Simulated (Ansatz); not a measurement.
**Forces on a displaced structure**

C₂H₅O (SMILES [CH2+]OC) (charge +1), singlet, displaced at random from a GFN2-xTB minimum.

C1  (-0.902, 0.474, -0.765)
O2  (-0.303, -0.456, -0.348)
C3  (0.710, -0.518, 0.707)
H4  (-1.755, 0.318, -1.673)
H5  (-0.602, 1.611, -0.441)
H6  (0.353, -1.051, 1.546)
H7  (1.626, -0.914, 0.157)
H8  (0.910, 0.455, 0.973)
(Å)

Ansatz 0.2.0; basis: def2-TZVPP; cores frozen in the correlated methods.

CCSD(T) forces from the calculation:
```csv
atom,Fx,Fy,Fz (eV/Å)
C1,-2.954,6.241,-3.400
O2,0.786,-4.591,1.218
C3,2.182,-0.577,-2.141
H4,2.383,0.243,2.695
H5,-0.938,-2.671,-0.545
H6,-0.567,-1.085,0.385
H7,-1.338,0.011,1.060
H8,0.445,2.429,0.728
```

Problem. Which atom feels the largest CCSD(T) force, and how large is it?

Solution. C1, 7.70 eV/Å, along (-0.38, 0.81, -0.44).

Root-mean-square difference of the force components from those of CCSD(T): PBE0-D4 0.261; wB97M-V 0.198; r2SCAN-D4 0.173; PBE-D4 0.180; revPBE-D4 0.164; BHLYP-D4 0.439 eV/Å.

No T1 diagnostic of these runs exceeds 0.016. These are differences at one structure, and CCSD(T) in triple zeta is itself an approximation.

For scale, one of the runs: CCSD(T)/def2-TZVPP forces, 163 basis functions (an equivalent command: `ansatz run in.yaml --threads 4`). Time: 53 s of wall clock on 4 CPU threads; the host was shared. Peak host memory: 2.5 GiB.
